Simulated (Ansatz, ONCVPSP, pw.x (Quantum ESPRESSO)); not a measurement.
**What a changed setting does to a pw.x run (fcc Ho)**

Potential: optimised norm-conserving Vanderbilt (ONCV), ONCVPSP 4.0.1, LDA (Perdew-Wang 92); core [Kr] 4d10, reference 4f11 5s2 5p6 6s1; waves: 5s+6s: rc 2.05 bohr, ncon 4, nbas 7, qcut 7.4 1/bohr, 2 projectors; 5p: rc 2.00 bohr, ncon 5, nbas 9, qcut 5.5 1/bohr, 2 projectors, debl 3 Ha; d scattering state at 0.34 Ha: rc 2.20 bohr, ncon 4, nbas 7, qcut 4.2 1/bohr, 1 projector; 4f: rc 1.40 bohr, ncon 3, nbas 7, qcut 11.8 1/bohr, 1 projector; local part: polynomial inside 0.90 bohr (lpopt 2, dvloc0 2 Ha); core correction: none. In the d channel the program set the typed energies aside and used 0.050 Ha.

The reference run (k-mesh 12³, cutoffs 155/620 Ry, Fermi–Dirac 0.01 Ry, mixing_beta 0.4, conv_thr 1e-9, no spin) gives 0.25 GPa at 27.917 Å³/atom, where all-electron LAPW gives 0.11 GPa. This run, with its own iteration cap, changes smearing to fermi, a wrong or extreme entry chosen on purpose.

```
&control
  calculation='scf', prefix='x', pseudo_dir='./', outdir='./tmp', tstress=.true., disk_io='none'
/
&system
  ibrav=0, nat=1, ntyp=1, ecutwfc=155, ecutrho=620, nbnd=19,
  occupations='smearing', smearing='fermi', degauss=0.01
/
&electrons
  conv_thr=1e-09, mixing_beta=0.4, electron_maxstep=70
/
ATOMIC_SPECIES
Ho 1.0 Ho.UPF
CELL_PARAMETERS angstrom
  0.00000000 2.40775846 2.40775846
  2.40775846 0.00000000 2.40775846
  2.40775846 2.40775846 0.00000000
ATOMIC_POSITIONS crystal
Ho 0.0000 0.0000 0.0000
K_POINTS automatic
12 12 12 0 0 0
```

```bash
pw.x < Ho.scf.in > Ho.scf.out
```

Q: How does the run end?

A: It stops with "set_occupations: smearing fermi unknown".

```
Error in routine  set_occupations (1):
      smearing fermi unknown
```

The run took about 0.5 s on one core of a shared host (Intel(R) Xeon(R) 6975P-C, 192 threads, 378 GiB, load 94).
